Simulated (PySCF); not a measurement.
# Computed data sheet: diphosphine (`PP`)

Species: diphosphine, P₂H₄.
Numbering: `[PH2:1][PH2:2]` (hydrogens: H3, H4 on P1; H5, H6 on P2)

**GFN2-xTB geometry**

| Quantity | Value |
| --- | --- |
| Point group of the GFN2-xTB geometry | C2h |
| Rotational constants A, B, C of the GFN2-xTB geometry | 67.080, 6.230, 6.185 GHz |

wB97X-D/def2-SVPD ground state and vertical TDDFT (core frozen in the response) (PySCF):

| Quantity | Value |
| --- | --- |
| Dipole moment | 0.00 D |
| HOMO energy | -8.58 eV |
| LUMO energy | 1.80 eV |
| HOMO–LUMO gap | 10.38 eV |
| Lowest singlet excitation | 6.01 eV (206 nm, f = 0.231) |
| Strongest line among the 8 lowest singlet transitions | S1 at 6.01 eV (206 nm, f = 0.231) |
| Lowest triplet excitation (Tamm–Dancoff) | 4.87 eV |
| Static isotropic polarisability | 54.0 au |
| Electronic spatial extent ⟨r²⟩ about the centre of nuclear charge | 237 bohr² |

**PBE0/pcSseg-1 ground state and GIAO shieldings, non-relativistic (PySCF)**

| Property | Result |
| --- | --- |
| Lowest Hirshfeld atomic charge | -0.01 e on H3/H4/H5/H6 |
| Highest Hirshfeld atomic charge | +0.02 e on P1/P2 |
| 1H chemical shifts (computed TMS as zero) by class | 2.23 (H3/H4/H5/H6) ppm |
| Isotropic shieldings of nuclei other than C and H, by class | 559 (P1/P2) ppm |
| Mayer bond orders between heavy atoms | P1–P2 1.04 |

From delta-SCF UKS SCAN, pcX-2 on the ionised atom, pcseg-1 elsewhere, spin-free X2C; 2p3/2 from a spin–orbit splitting computed afterwards within the 2p shell (PySCF):

| Property | Result |
| --- | --- |
| Core binding energies | P2p3/2 136.7 (P1/P2), P1s 2150.2 (P1/P2) eV |

Monoisotopic mass from the formula: 65.9788 u.

The rotational constants make it an asymmetric top with κ = (2B − A − C)/(A − C) = -1.00, nearer the prolate limit (−1). No computed singlet falls in the visible range (750 to 380 nm, 1.65 to 3.26 eV); S1 lies 2.75 eV above its blue end. The largest Löwdin shares of the HOMO are 0.42 on P1 and 0.42 on P2. With B = h/(8π²I), that is 505.379 GHz u Å² over I, the principal moments of inertia are 7.5, 81.1 and 81.7 u Å² (most abundant isotopes); the inertial defect Ic − Ia − Ib is -6.9 u Å² (zero for a rigid planar frame, negative otherwise). The polarisability is 8.00 Å³ as a volume (1 au = 0.148185 Å³), or 1.59 au for each of the 34 electrons. In wavenumbers S1 is 48400 cm⁻¹ (1 eV = 8065.54 cm⁻¹). S1 lies 4.37 eV below the HOMO–LUMO gap; its leading configuration is HOMO→LUMO, weight 0.95.

The structure is a single GFN2-xTB conformer in the gas phase; no vibrational or solvent corrections.

Conformer computed: `[PH2:1][PH2:2]`: H–P1–P2–H 180°, H–P1–P2–H 87°.
